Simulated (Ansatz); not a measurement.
# C2: a ladder of functionals and wavefunction methods

Aim: compute C2 with functionals from several rungs and with coupled cluster. The yardstick is the atomisation energy at the CCSD(T) limit.

The runs use Ansatz 0.2.0, Gaussian basis; functionals in def2-TZVPP, the program's frozen cores in correlated methods.

Levels to be run: LDA (SPW92), PBE-D4, revPBE-D4, BLYP-D4, r2SCAN-D4, B97M-V, PBE0-D4, B3LYP-D4, r2SCANh-D4, r2SCAN0-D4, HSE06-D4, BHLYP-D4, CAM-B3LYP-D4, LC-ωPBE, ωB97X-V, ωB97M-V, B2PLYP, PBE-QIDH; CCSD(T)/def2-SVP; CCSD(T)/def2-TZVPP; CCSD(T)/def2-QZVPP; extrapolation to the limit.

1 further run of the same task is left out (it didn't finish).

## Step 1: The geometry

The geometry comes from an earlier relaxation with PBE0-D4 in a triple-zeta def2 set; it is a stationary point.

SMILES `[C]#[C]`, 2 atoms, charge 0, spin multiplicity 1.

Atoms are counted from 1 here; the program's logs count them from 0.

Bond lengths: C1–C2 1.246 Å.

## Step 2: LDA

This LDA is Slater exchange with PW92 correlation.

The input, in.yaml:

```yaml
crystal:
  periodic: [false, false, false]
  atoms:
    - {symbol: C, position_ang: [-0.000000, -0.000000, -0.042734]}
    - {symbol: C, position_ang: [0.000000, 0.000000, 1.203494]}
basis:
  gaussian: {orbitals: def2-TZVPP}
hamiltonian: {xc: lda}
output: {orbitals: {seedname: orbitals}}
```

On the command line:

```bash
> ansatz run in.yaml --threads 2 --pin off --events-out ev --progress --plain --max-ram 32768MiB --backend cpu
```

After this run come: PBE-D4 (GGA); revPBE-D4 (GGA); BLYP-D4 (GGA); r2SCAN-D4 (meta-GGA); B97M-V (meta-GGA); B3LYP-D4 (hybrid); r2SCANh-D4 (hybrid); r2SCAN0-D4 (hybrid); HSE06-D4 (hybrid); BHLYP-D4 (hybrid); CAM-B3LYP-D4 (range-separated); LC-ωPBE (range-separated); ωB97X-V (range-separated); ωB97M-V (range-separated); B2PLYP (double hybrid); PBE-QIDH (double hybrid); CCSD(T) in def2-SVP; CCSD(T) in def2-TZVPP; CCSD(T) in def2-QZVPP.

Q: Predict the results of all the runs planned. Wanted: atomisation energy, CCSD(T)/CBS; farthest beyond LDA; mean size of error, GGA; mean size of error, meta-GGA; mean size of error, hybrid; mean size of error, range-separated; mean size of error, double hybrid; gap, smallest and largest; T1 diagnostic.

The runs gave:

```
                               quantity                                  value
        atomisation energy, CCSD(T)/CBS                           607.5 kJ/mol
  functionals within 3.0 kJ/mol (0.5 %)     none; nearest PBE-D4 (-3.6 kJ/mol)
                    farthest beyond LDA               BHLYP-D4 (-221.7 kJ/mol)
                mean size of error, GGA                            25.8 kJ/mol
           mean size of error, meta-GGA                            93.5 kJ/mol
             mean size of error, hybrid                           137.6 kJ/mol
    mean size of error, range-separated                           144.5 kJ/mol
      mean size of error, double hybrid                           140.8 kJ/mol
              gap, smallest and largest  -0.08 eV (BLYP-D4), 7.58 eV (LC-ωPBE)
                          T1 diagnostic                                 0.0388
triples share of the correlation energy                                  8.8 %
```

In words: LDA overbinds by 91.7 kJ/mol (15 %). PBE-D4 misses by -3.6 kJ/mol. Double hybrids carry the basis error of their MP2 part in triple zeta, and no dispersion term here, so their miss is partly the set-up's. By mean error the best rung here is GGA (25.8 kJ/mol) and the worst beyond LDA is range-separated (144.5 kJ/mol). Misses under about 3.0 kJ/mol are within the doubt on the reference itself, which lacks core-valence correlation, relativity and higher excitations. Hartree-Fock recovers 8 % of the binding; the rest is correlation. CCSD(T) in def2-SVP is off by -16.4 kJ/mol, from the basis alone. The gap grows from -0.1 to 7.6 eV across the functionals, mostly with the share of exact exchange. A negative gap means that an empty level lies below a filled one: whole occupations of an open shell aren't an aufbau state there. The T1 diagnostic, 0.039, is well above the customary 0.02, so CCSD(T) itself is less safe here.
